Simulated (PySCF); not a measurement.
SiCl4, SMILES Cl[Si](Cl)(Cl)Cl.

Geometry: B3LYP-D3(BJ)/def2-SVP. The isomer is the one that the SMILES or the coordinates give; other isomers of the formula were not compared.

The numbers are results of PySCF with TDDFT-CAM-B3LYP/def2-SVPD, not measurements.

Vertical excitations; the highest root listed may be one member of a degenerate set. Gas-phase values at a fixed geometry. State labels are in the subgroup D2.

Computed lowest excited states:
| state | symmetry | energy (eV) | λ (nm) | f | main pairs |
|---|---|---|---|---|---|
| S1 | B1 | 7.29 | 170 | 0.000 | HOMO−2→LUMO (degenerate set) |
| S2 | B2 | 7.29 | 170 | 0.000 | HOMO−1→LUMO (degenerate set) |
| S3 | B3 | 7.29 | 170 | 0.000 | HOMO→LUMO (degenerate set) |
| S4 | B1 | 8.18 | 152 | 0.104 | HOMO−5→LUMO (degenerate set) |
| S5 | B3 | 8.18 | 152 | 0.104 | HOMO−3→LUMO (degenerate set) |
| S6 | B2 | 8.18 | 152 | 0.104 | HOMO−4→LUMO (degenerate set) |
| S7 | A | 8.20 | 151 | 0.000 | HOMO−6→LUMO, HOMO→LUMO+4 (degenerate set) |
| S8 | A | 8.20 | 151 | 0.000 | HOMO−7→LUMO, HOMO−1→LUMO+3, HOMO−2→LUMO+2 (degenerate set) |
| S9 | A | 8.69 | 143 | 0.000 | HOMO−1→LUMO+3 28 %, HOMO−2→LUMO+2 28 %, HOMO→LUMO+4 28 % |
| S10 | B1 | 8.81 | 141 | 0.000 | HOMO→LUMO+3 41 %, HOMO−1→LUMO+4 41 % |
| T1 | B1 | 6.85 | 181 | 0 | HOMO−2→LUMO (degenerate set) |
| T2 | B3 | 6.85 | 181 | 0 | HOMO→LUMO (degenerate set) |
| T3 | B2 | 6.85 | 181 | 0 | HOMO−1→LUMO (degenerate set) |
| T4 | B1 | 7.46 | 166 | 0 | HOMO−5→LUMO 73 % |
Triplets are in the Tamm–Dancoff approximation, which puts them higher than full response would, so one can lie above its singlet here.
